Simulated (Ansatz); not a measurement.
fcc Ca was calculated with r²SCAN in Ansatz (plane waves, PAW).

Run with plane-wave cutoff 560 eV, 18×18×18 k mesh, Fermi–Dirac smearing 0.05 eV, scalar-relativistic PAW data made under PBE.

Cell (relaxed at this level):

```yaml
crystal:
  lattice:
    - [0.00000, 2.78389, 2.78389]
    - [2.78389, 0.00000, 2.78389]
    - [2.78389, 2.78389, 0.00000]
  atoms:
    - { symbol: Ca, position: [0.00000, 0.00000, 0.00000] }
```

Q: Predict the bulk modulus B0.

A: 
bulk modulus B0: 18.0 GPa

The run finds no gap.

Measured, for comparison: bulk modulus 18.6 GPa (corrected for temperature and zero-point phonon effects, our sources range from 15.9 to 18.7; as tabulated in Levämäki et al. (2014), arXiv:1402.3671). Computed (rounded) less measured: bulk modulus not scored (sources differ).

Note: the bulk modulus is −V dP/dV from two relaxed cells at ±2 % in volume.

Static lattice: no zero-point or thermal effects.

It cost very roughly 23 core-seconds of CPU time.

Ansatz is a first-principles code.
